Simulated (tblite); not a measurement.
C4H2ClS (doublet state).
Numbering: `[Cl:1][c:2]1[cH:3][cH:4][c:5][s:6]1` (hydrogens: H7 on C3; H8 on C4)

Computed values, GFN2-xTB/tblite, gas phase, harmonic and unscaled. The method is semi-empirical: single wavenumbers can be off by several per cent or more. Open shells enter through the occupations alone, without spin polarisation, and single modes of such species can be off by tens of per cent.

Harmonic wavenumbers (cm⁻¹): 191.7, 234.4, 335.4, 403.8, 432.4, 623.2, 677.4, 754.1, 811.5, 841.4, 914.9, 1054.0, 1135.6, 1252.2, 1447.4, 1547.0, 3129.7, 3154.5.

A = 5343, B = 1959, C = 1433 MHz; mass 116.957 u (most abundant isotopes); point group Cs, symmetry number 1; spin multiplicity 2.

Problem. What is the zero-point energy?

Solution. ½Σν̃ = 9470 cm⁻¹ = 113.29 kJ/mol.

Problem. What is S at 350 K and 1 bar for an ideal gas of classical rigid rotors and harmonic oscillators?

Solution. Translation 171.58, rotation 116.90, vibration 46.42, spin (R ln 2) 5.76: S = 340.7 J/(mol K).

Problem. And Cp and H(350 K) − H(0)?

Solution. Cp = 98.70 J/(mol K), of which vibrations give 65.44 (their classical limit is 18 R = 149.7); H(350 K) − H(0) = 21.81 kJ/mol without the zero-point energy, 10.17 from vibrations.

Problem. Which modes carry the vibrational entropy at 350 K?

Solution. 191.7 cm⁻¹: 10.51; 234.4 cm⁻¹: 8.94; 335.4 cm⁻¹: 6.27; 403.8 cm⁻¹: 4.99; 432.4 cm⁻¹: 4.55; 623.2 cm⁻¹: 2.45 J/(mol K); the other 12 give 8.71 together.

Problem. How do the functions run with temperature in this model?

Solution. 
```
T (K)  S (J/(mol K))  Cp (J/(mol K))  H − H(0) (kJ/mol)  G − H(0) (kJ/mol)  ln q(vib)
  100          256.7            44.5               3.64             -22.03       0.11
  200          294.6            67.6               9.24             -49.67       0.72
  300          326.2            89.2              17.11             -80.75       1.60
  500          379.8           120.7              38.38            -151.53       3.63
  800          442.6           145.1              78.72            -275.34       6.70
 1000          476.0           154.3             108.72            -367.29       8.59
```

q(vib) and H(0) count from the zero-point level.

Problem. What must be added to the electronic energy to get the Gibbs energy at 350 K and 1 bar?

Solution. ZPE + [H(350 K) − H(0)] − T·S = 113.29 + 21.81 − 119.23 = 15.87 kJ/mol.

Hindered rotation and anharmonicity are outside this model.

Run on one thread, x86-64 server, no GPU (shared host). This covers the Hessian and the dipole derivatives.
